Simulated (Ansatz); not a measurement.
Relaxation of C$_{2}$H$_{7}$N$_{2}$ (11 atoms, charge 1, multiplicity 1), to a largest force component of 0.015 eV/Å in at most 40 steps.

The calculation used RKS PBE0/def2-SVP in Ansatz.

```xyz
11
Properties=species:S:1:pos:R:3:forces:R:3
C -0.669 1.532 0.101 -0.14 0.13 0.02
N -0.495 0.100 0.055 -0.31 0.08 0.03
C 0.641 -0.512 -0.079 0.14 -0.31 -0.02
N 0.792 -1.813 -0.120 -0.02 0.00 0.00
H -1.126 1.820 1.048 -0.09 0.10 0.30
H -1.326 1.853 -0.708 -0.15 0.10 -0.27
H 0.289 2.036 0.002 0.33 0.13 -0.03
H -1.351 -0.442 0.137 -0.04 -0.17 0.00
H 1.534 0.101 -0.162 0.30 0.20 -0.03
H 1.701 -2.245 -0.224 0.16 0.05 -0.02
H -0.003 -2.432 -0.047 -0.18 -0.31 0.01
```

Problem. Where does it end, and by what steps?

Solution. The forces met the threshold. Limits of this set-up: the dipole of an ion depends on the origin. After 5 steps the energy has fallen by 0.021 eV; H11 moved furthest, 0.06 Å.

```json
{"step": "0", "energy less start (eV)": "0.0000", "largest force component (eV/Å)": "0.328", "accepted": "yes"}
{"step": "1", "energy less start (eV)": "-0.0169", "largest force component (eV/Å)": "0.124", "accepted": "yes"}
{"step": "2", "energy less start (eV)": "-0.0207", "largest force component (eV/Å)": "0.084", "accepted": "yes"}
{"step": "3", "energy less start (eV)": "-0.0213", "largest force component (eV/Å)": "0.036", "accepted": "yes"}
{"step": "4", "energy less start (eV)": "-0.0213", "largest force component (eV/Å)": "0.023", "accepted": "yes"}
{"step": "5", "energy less start (eV)": "-0.0213", "largest force component (eV/Å)": "0.001", "accepted": "yes"}
```

```xyz
11
Properties=species:S:1:pos:R:3
C -0.673 1.547 0.102
N -0.517 0.100 0.058
C 0.622 -0.522 -0.077
N 0.789 -1.825 -0.119
H -1.122 1.847 1.059
H -1.318 1.880 -0.722
H 0.309 2.026 0.003
H -1.371 -0.451 0.140
H 1.522 0.097 -0.163
H 1.721 -2.212 -0.228
H 0.022 -2.487 -0.049
```

The run took 46 s on 1 thread of Intel(R) Xeon(R) Processor @ 2.50GHz (Skylake/Cascade Lake), with other jobs on the host, peak memory 0.18 GiB.
